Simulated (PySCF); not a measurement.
Oxygen: a sound run and one with changed settings

Sound run: O [He] 2s2 2p4, O⁺ [He] 2s2 2p3. All numbers are calculated (PySCF 2.14, no relativity, point nucleus, in def2-SVP (3s2p1d, 14 functions)). In the sound run the correlated levels freeze 1s2. The sound run starts from symmetry-adapted Hartree-Fock orbitals and uses a fine grid where one is needed.

A second run was set up differently.

| species | method | sound run (hartree) | changed run (hartree) | converged |
| --- | --- | --- | --- | --- |
| O | MP2 | -74.82140 | -74.76943 | yes |
| O | CCSD(T) | -74.83747 | -74.77687 | yes |
| O⁺ | MP2 | -74.34500 | -74.29260 | yes |
| O⁺ | CCSD(T) | -74.36051 | -74.29596 | yes |

Ionisation energy of O:

| method | sound run (eV) | changed run (eV) |
| --- | --- | --- |
| UHF | 12.083 | 12.083 |
| MP2 | 12.963 | 12.975 |
| SCS-MP2 | 12.985 | 13.103 |
| CCSD | 12.972 | 13.082 |
| CCSD(T) | 12.979 | 13.086 |

Q: What was changed?
A. all electrons correlated in a valence basis
B. a valence shell is frozen
C. too few SCF iterations
D. basis contracted for another Hamiltonian

A: B. Freezing a valence shell removes pair correlation that changes on ionisation.
